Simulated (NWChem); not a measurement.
Lowest excitation of dimethyl ether (C2H6O)

```xyz
9

C     -1.1611     0.0000    -0.1881
O      0.0000     0.0000     0.5778
C      1.1611     0.0000    -0.1881
H     -1.2330    -0.8952    -0.8395
H     -1.2330     0.8952    -0.8395
H     -2.0215     0.0000     0.4963
H      1.2330    -0.8952    -0.8395
H      2.0215     0.0000     0.4963
H      1.2330     0.8952    -0.8395
```
Charge 0, spin multiplicity 1.

The numbers come from NWChem runs, not from measurements. Structure: optimised with PBE0/def2-SVP, a minimum by its harmonic frequencies.

Basis set: def2-SVP.

B3LYP has NWChem's definition, with VWN1-RPA local correlation.

Question: Order these methods by the lowest vertical singlet excitation energy they give, lowest first: CIS, TD-PBE, TD-B3LYP, TD-PBE0.

Answer: TD-PBE (6.78 eV), TD-B3LYP (7.49 eV), TD-PBE0 (7.79 eV), CIS (10.20 eV)
